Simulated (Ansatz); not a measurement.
## PH₂, doublet: reading a ladder of total energies

Geometry: MP2(full)/6-31G*, from the G2/97 set.

```
atom   x (Å)    y (Å)    z (Å)
   P  0.0000   0.0000   0.0599
   H  0.0000   1.0256  -0.9209
   H  0.0000  -1.0256  -0.9209
```

Basis cc-pV(D+d)Z; Ansatz 0.2.0. Correlated methods freeze the noble-gas cores, which leaves 7 electrons in 28 orbitals. R marks a restricted (for open shells ROHF) determinant, U an unrestricted one.

Full CI is exact within this basis and frozen core; it isn't the basis-set limit. The frozen core follows each run's orbitals, which can shift R against U totals by a few meV.

Runs differ by some tens of microhartree through their thresholds and, for an open shell, their frozen cores, so steps under 0.1 kcal/mol mean nothing.

```
    level  total energy (hartree)
      UHF             -341.875913
     UMP2             -341.983694
    UCCSD             -342.010506
 UCCSD(T)             -342.013428
   UCCSDT             -342.014058
UCCSDT(Q)             -342.014175
  UCCSDTQ             -342.014193
  full CI             -342.014187
```

**Question.** What is the correlation energy at full CI, and what share of it do UMP2 and UCCSD(T) recover?

**Answer.** E(corr) = -342.014187 − (-341.875913) = -0.138274 hartree = -3.763 eV. UMP2: -0.107781 / -0.138274 = 77.95 %. UCCSD(T): -0.137515 / -0.138274 = 99.45 %.

**Question.** By how many kcal/mol does UCCSD(T) miss full CI (1 hartree = 627.509 kcal/mol), and which steps make up the rest?

**Answer.** -342.013428 − (-342.014187) = 0.000759 hartree = 0.48 kcal/mol. Steps: UCCSDT − UCCSD(T) = -0.40, UCCSDT(Q) − UCCSDT = -0.07, UCCSDTQ − UCCSDT(Q) = -0.01, full CI − UCCSDTQ = 0.00 kcal/mol. That is within 1 kcal/mol of the reference in this basis, which itself misses far more of the correlation at the basis-set limit.
